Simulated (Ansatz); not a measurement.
System: bcc Li. Method: r²SCAN+rVV10 in Ansatz (PAW).

Settings: plane-wave cutoff 560 eV, 22×22×22 k mesh, Fermi–Dirac smearing 0.05 eV, scalar-relativistic PAW data made under PBE.

Energies at three volumes about the minimum:

```csv
V (Å³/atom),E − E_lowest (meV/atom)
20.543,0.36
20.962,0.00
21.382,0.33
```

### Question
Fit a parabola by hand: where is the minimum, what lattice constant follows, and what is the bulk modulus?

### Answer
Slopes: (0.00 − 0.36)/(20.962 − 20.543) = -0.859 and (0.33 − 0.00)/(21.382 − 20.962) = 0.786 meV/Å³. Curvature E″ = 2 × (0.786 − (-0.859))/(21.382 − 20.543) = 3.921 meV/Å⁶. From the middle of the first interval, the slope vanishes at V0 = 20.7525 − (-0.859)/3.921 = 20.972 Å³/atom. B = V0 E″ = 20.972 × 3.921 meV/Å³ × 0.1602 GPa per meV/Å³ = 13.2 GPa. With 2 atoms in the cube, a = (2 × 20.972)^(1/3) = 3.474 Å. The full Birch–Murnaghan fit to all volumes gives V0 = 20.967 Å³/atom and B0 = 13.1 GPa.

Measured, for comparison: bulk modulus 13.8 GPa (corrected for temperature and zero-point phonon effects, our sources range from 13.1 to 13.9; as tabulated in Levämäki et al. (2014), arXiv:1402.3671); lattice constant a 3.449 Å (low-temperature or extrapolated to 0 K; zero-point anharmonic expansion removed, our sources range from 3.443 to 3.453; as tabulated in Csonka et al. (2009), arXiv:0903.4037). Computed (rounded) less measured: bulk modulus -5 % (inside the range of the sources held).

Ansatz is a program for electronic structure.
